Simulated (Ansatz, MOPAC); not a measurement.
Molecule: C$_{4}$H$_{5}$, charge 0, multiplicity 2. SMILES: C1CC1=[CH]

Atoms: C1, C2, C3, C4, H5, H6, H7, H8, H9. Bonds: C1-C2, C1-C3, C1-C4, C2-C3, C2-H5, C2-H6, C3-H7, C3-H8, C4-H9.

Bond lengths (Å) and angles (degrees) optimised at MNDO with MOPAC; PBE/6-31G* with Ansatz (a first-principles code); B3LYP/6-31G* with Ansatz, each started from the B3LYP-D3(BJ)/def2-TZVP structure (Ansatz) of the last column. A row stands for all coordinates that are equal there; 12 of 19 kinds are shown. 6-31G* holds six Cartesian d functions. No wavenumbers were computed at MNDO, PBE/6-31G*, so these may be saddle points.

```tsv
coordinate	MNDO	PBE/6-31G*	B3LYP/6-31G*	B3LYP-D3(BJ)/def2-TZVP
C1-C2	1.502	1.487	1.483	1.476
C1-C3	1.502	1.507	1.501	1.496
C1-C4	1.280	1.299	1.291	1.282
C2-C3	1.529	1.523	1.521	1.516
C2-H5	1.097	1.097	1.089	1.084
C3-H7	1.097	1.097	1.088	1.083
C4-H9	1.048	1.090	1.082	1.077
C2-C1-C3	61.2	61.1	61.3	61.3
C2-C1-C4	149.4	149.1	149.1	149.3
C3-C1-C4	149.4	149.8	149.7	149.4
C1-C2-C3	59.4	60.1	60.0	60.0
C1-C3-C2	59.4	58.8	58.8	58.7
```

Mean signed difference of all 9 bond lengths from B3LYP-D3(BJ)/def2-TZVP: MNDO 0.008 Å, PBE/6-31G* 0.013 Å, B3LYP/6-31G* 0.006 Å.
